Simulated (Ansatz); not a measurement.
# CH6Si: the cost of one run

Method: DFT unrestricted wB97X-V, Gaussian basis aug-cc-pV(T+d)Z, and further levels as typed in the inputs, in Ansatz 0.2.0.

### 1 The structure to begin with

Bond lengths: C1–Si2 1.871 Å, C1–H3 1.092 Å, C1–H4 1.092 Å, C1–H5 1.092 Å, Si2–H6 1.488 Å, Si2–H7 1.488 Å, Si2–H8 1.488 Å. Angles: C1–Si2–H6 110.7°, C1–Si2–H7 110.7°, C1–Si2–H8 110.7°, H6–Si2–H7 108.2°, H6–Si2–H8 108.2°, H7–Si2–H8 108.2°, Si2–C1–H3 110.8°, Si2–C1–H4 110.8°, Si2–C1–H5 110.8°, H3–C1–H4 108.1°, H3–C1–H5 108.1°, H4–C1–H5 108.1°.

As a file:

```xyz
8

C    -0.9874    0.0137   -0.0005
Si    0.8832   -0.0123    0.0004
H    -1.3844   -0.5936    0.8150
H    -1.3615    1.0317    0.1221
H    -1.3806   -0.3809   -0.9391
H     1.4172    0.5260    1.2806
H     1.3912   -1.4007   -0.1668
H     1.4224    0.8160   -1.1118
```

### 2 Single point: CH6Si, charge +1

It takes the final geometry of an earlier run.

Input file input.yaml:

```yaml
crystal:
  periodic: [false, false, false]
  atoms:
    - { symbol: C, position_ang: [-0.98742875, 0.0137005, -0.00047666] }
    - { symbol: Si, position_ang: [0.88319666, -0.01225779, 0.00043189] }
    - { symbol: H, position_ang: [-1.38443985, -0.59358059, 0.81499279] }
    - { symbol: H, position_ang: [-1.36154907, 1.03173629, 0.12214365] }
    - { symbol: H, position_ang: [-1.38062748, -0.38089932, -0.93913763] }
    - { symbol: H, position_ang: [1.41723507, 0.52595127, 1.28063501] }
    - { symbol: H, position_ang: [1.39119193, -1.40069495, -0.16681332] }
    - { symbol: H, position_ang: [1.4224115, 0.81602458, -1.11176574] }
magnetization:
  spin_polarized: true
  initial_magnetization: 1
total_charge: 1
basis:
  gaussian:
    orbitals: "aug-cc-pV(T+d)Z.json"
    initial_orbitals: start.molden
    maximum_overlap: true
hamiltonian:
  xc: { name: wB97X-V }
```

The run is started by

```sh
$ ansatz run input.yaml --threads 4 --pin off --max-ram 14336MiB --backend cpu --events-out ev --progress --plain --runs-dir out
```

Q: Estimate wall time and peak memory on 4 threads of Intel Xeon Platinum 8488C (Sapphire Rapids), shared host.

About 13 s, with a peak of 1 GiB.
